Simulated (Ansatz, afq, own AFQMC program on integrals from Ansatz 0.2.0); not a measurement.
Integrals from Ansatz 0.2.0, then the random walk in our own AFQMC program (afq).

```yaml
crystal:
  periodic: [false, false, false]
  atoms:
    - {symbol: B, position_ang: [0.000000, 0.000000, 0.000000]}
    - {symbol: N, position_ang: [0.000000, 0.000000, 1.441900]}
basis:
  gaussian: {orbitals: 6-31G}
total_charge: 1
magnetization: {spin_polarized: false, initial_magnetization: 1}
correlation: {method: ccsd_t, electrons: outside_noble_gas, hamiltonian_folder: ham}
```

```sh
$ ansatz run in.yaml --threads 1 --pin off --events-out ev --progress --plain --max-ram 16896MiB --backend cuda --devices 0, --max-vram 18GiB
```

Options of the walk:

```
--method free --trial hf --walkers 200 --time-step 0.05 --max-blocks 30 --target-error 0.00064 --factor-cut 1e-05 --seed 6379 --times 0.0,0.5,1.0,2.0,3.0,4.0 --taylor-order 10
```

Times are imaginary, in 1/Eh. The walk had a cap of 60 s.

```
orbitals 16  electrons 4 3  factors 93 of 258
reference energy -78.47844268 Eh
CCSD correlation -0.19762812 Eh in 19 cycles, weight of the determinant in the CISD state 0.7495
repeat  energy at the last time / Eh  error
    10  -78.690887  0.012302
    20  -78.686260  0.007687
    30  -78.679663  0.006283
time / (1/Eh)  energy / Eh  error  mean overlap
  0.00  -78.677823  0.002797  1.0000
  0.50  -78.681618  0.002222  1.0018
  1.00  -78.688044  0.002772  0.9974
  2.00  -78.690773  0.003042  1.0146
  3.00  -78.690535  0.004778  1.0458
  4.00  -78.679663  0.006283  1.0855
energy -78.679663 +/- 0.006283 Eh
```

Estimate how long the walk took on 1 × NVIDIA H100 80GB HBM3 with 2 threads of AMD EPYC 7R13 Processor (Zen 3), with other jobs on the host (the card was shared).

4.7 s of wall time.

The run failed at least one of its tests; the cautions name the faults.

Against this walk (error 171.0 meV) on the same determinant: CCSD(T) 356.5 meV lower, CCSDT(Q) 376.7 meV lower, CCSDTQ 400.1 meV lower, full CI (a separate run on its own orbitals, whose frozen core shifts it by up to a few meV) 397.8 meV lower. The error is statistical, and a free projection of finite length keeps a remainder of its start. The last points scatter (meV from the last: -53 ± 60 at 0.50, -228 ± 75 at 1.00, -302 ± 83 at 2.00, -296 ± 130 at 3.00, 0 ± 171 at 4.00); the last is the one printed as the energy, and the gaps above move with that scatter. The determinant is a poor start (see the cautions), so the low cluster orders aren't to be relied on, and full CI is the sure value.

Cautions: remainder of the start not in the error; error above the target (171.0 against 17.4 meV); a spin-contaminated unrestricted determinant lies lower (UHF 3.17 eV lower, ⟨S²⟩ 1.76); the search met a lower determinant of the same kind, perhaps of another symmetry (986 meV lower); strong correlation (T1 0.091, weight of the determinant 0.75, largest double 0.25); (T) is large, 8 % of the CCSD correlation; CCSDTQ on the UHF determinant differs (536 meV lower), perhaps since the unrestricted series falls towards higher spin; full CI with its own frozen core; a state of higher spin lies lower (by 539 meV); the time-step error isn't removed.

CCSDT and higher add their correlation energy to the determinant of the CCSD(T) run, since their own runs factorise the integrals more tightly (a shift of under 2 meV).
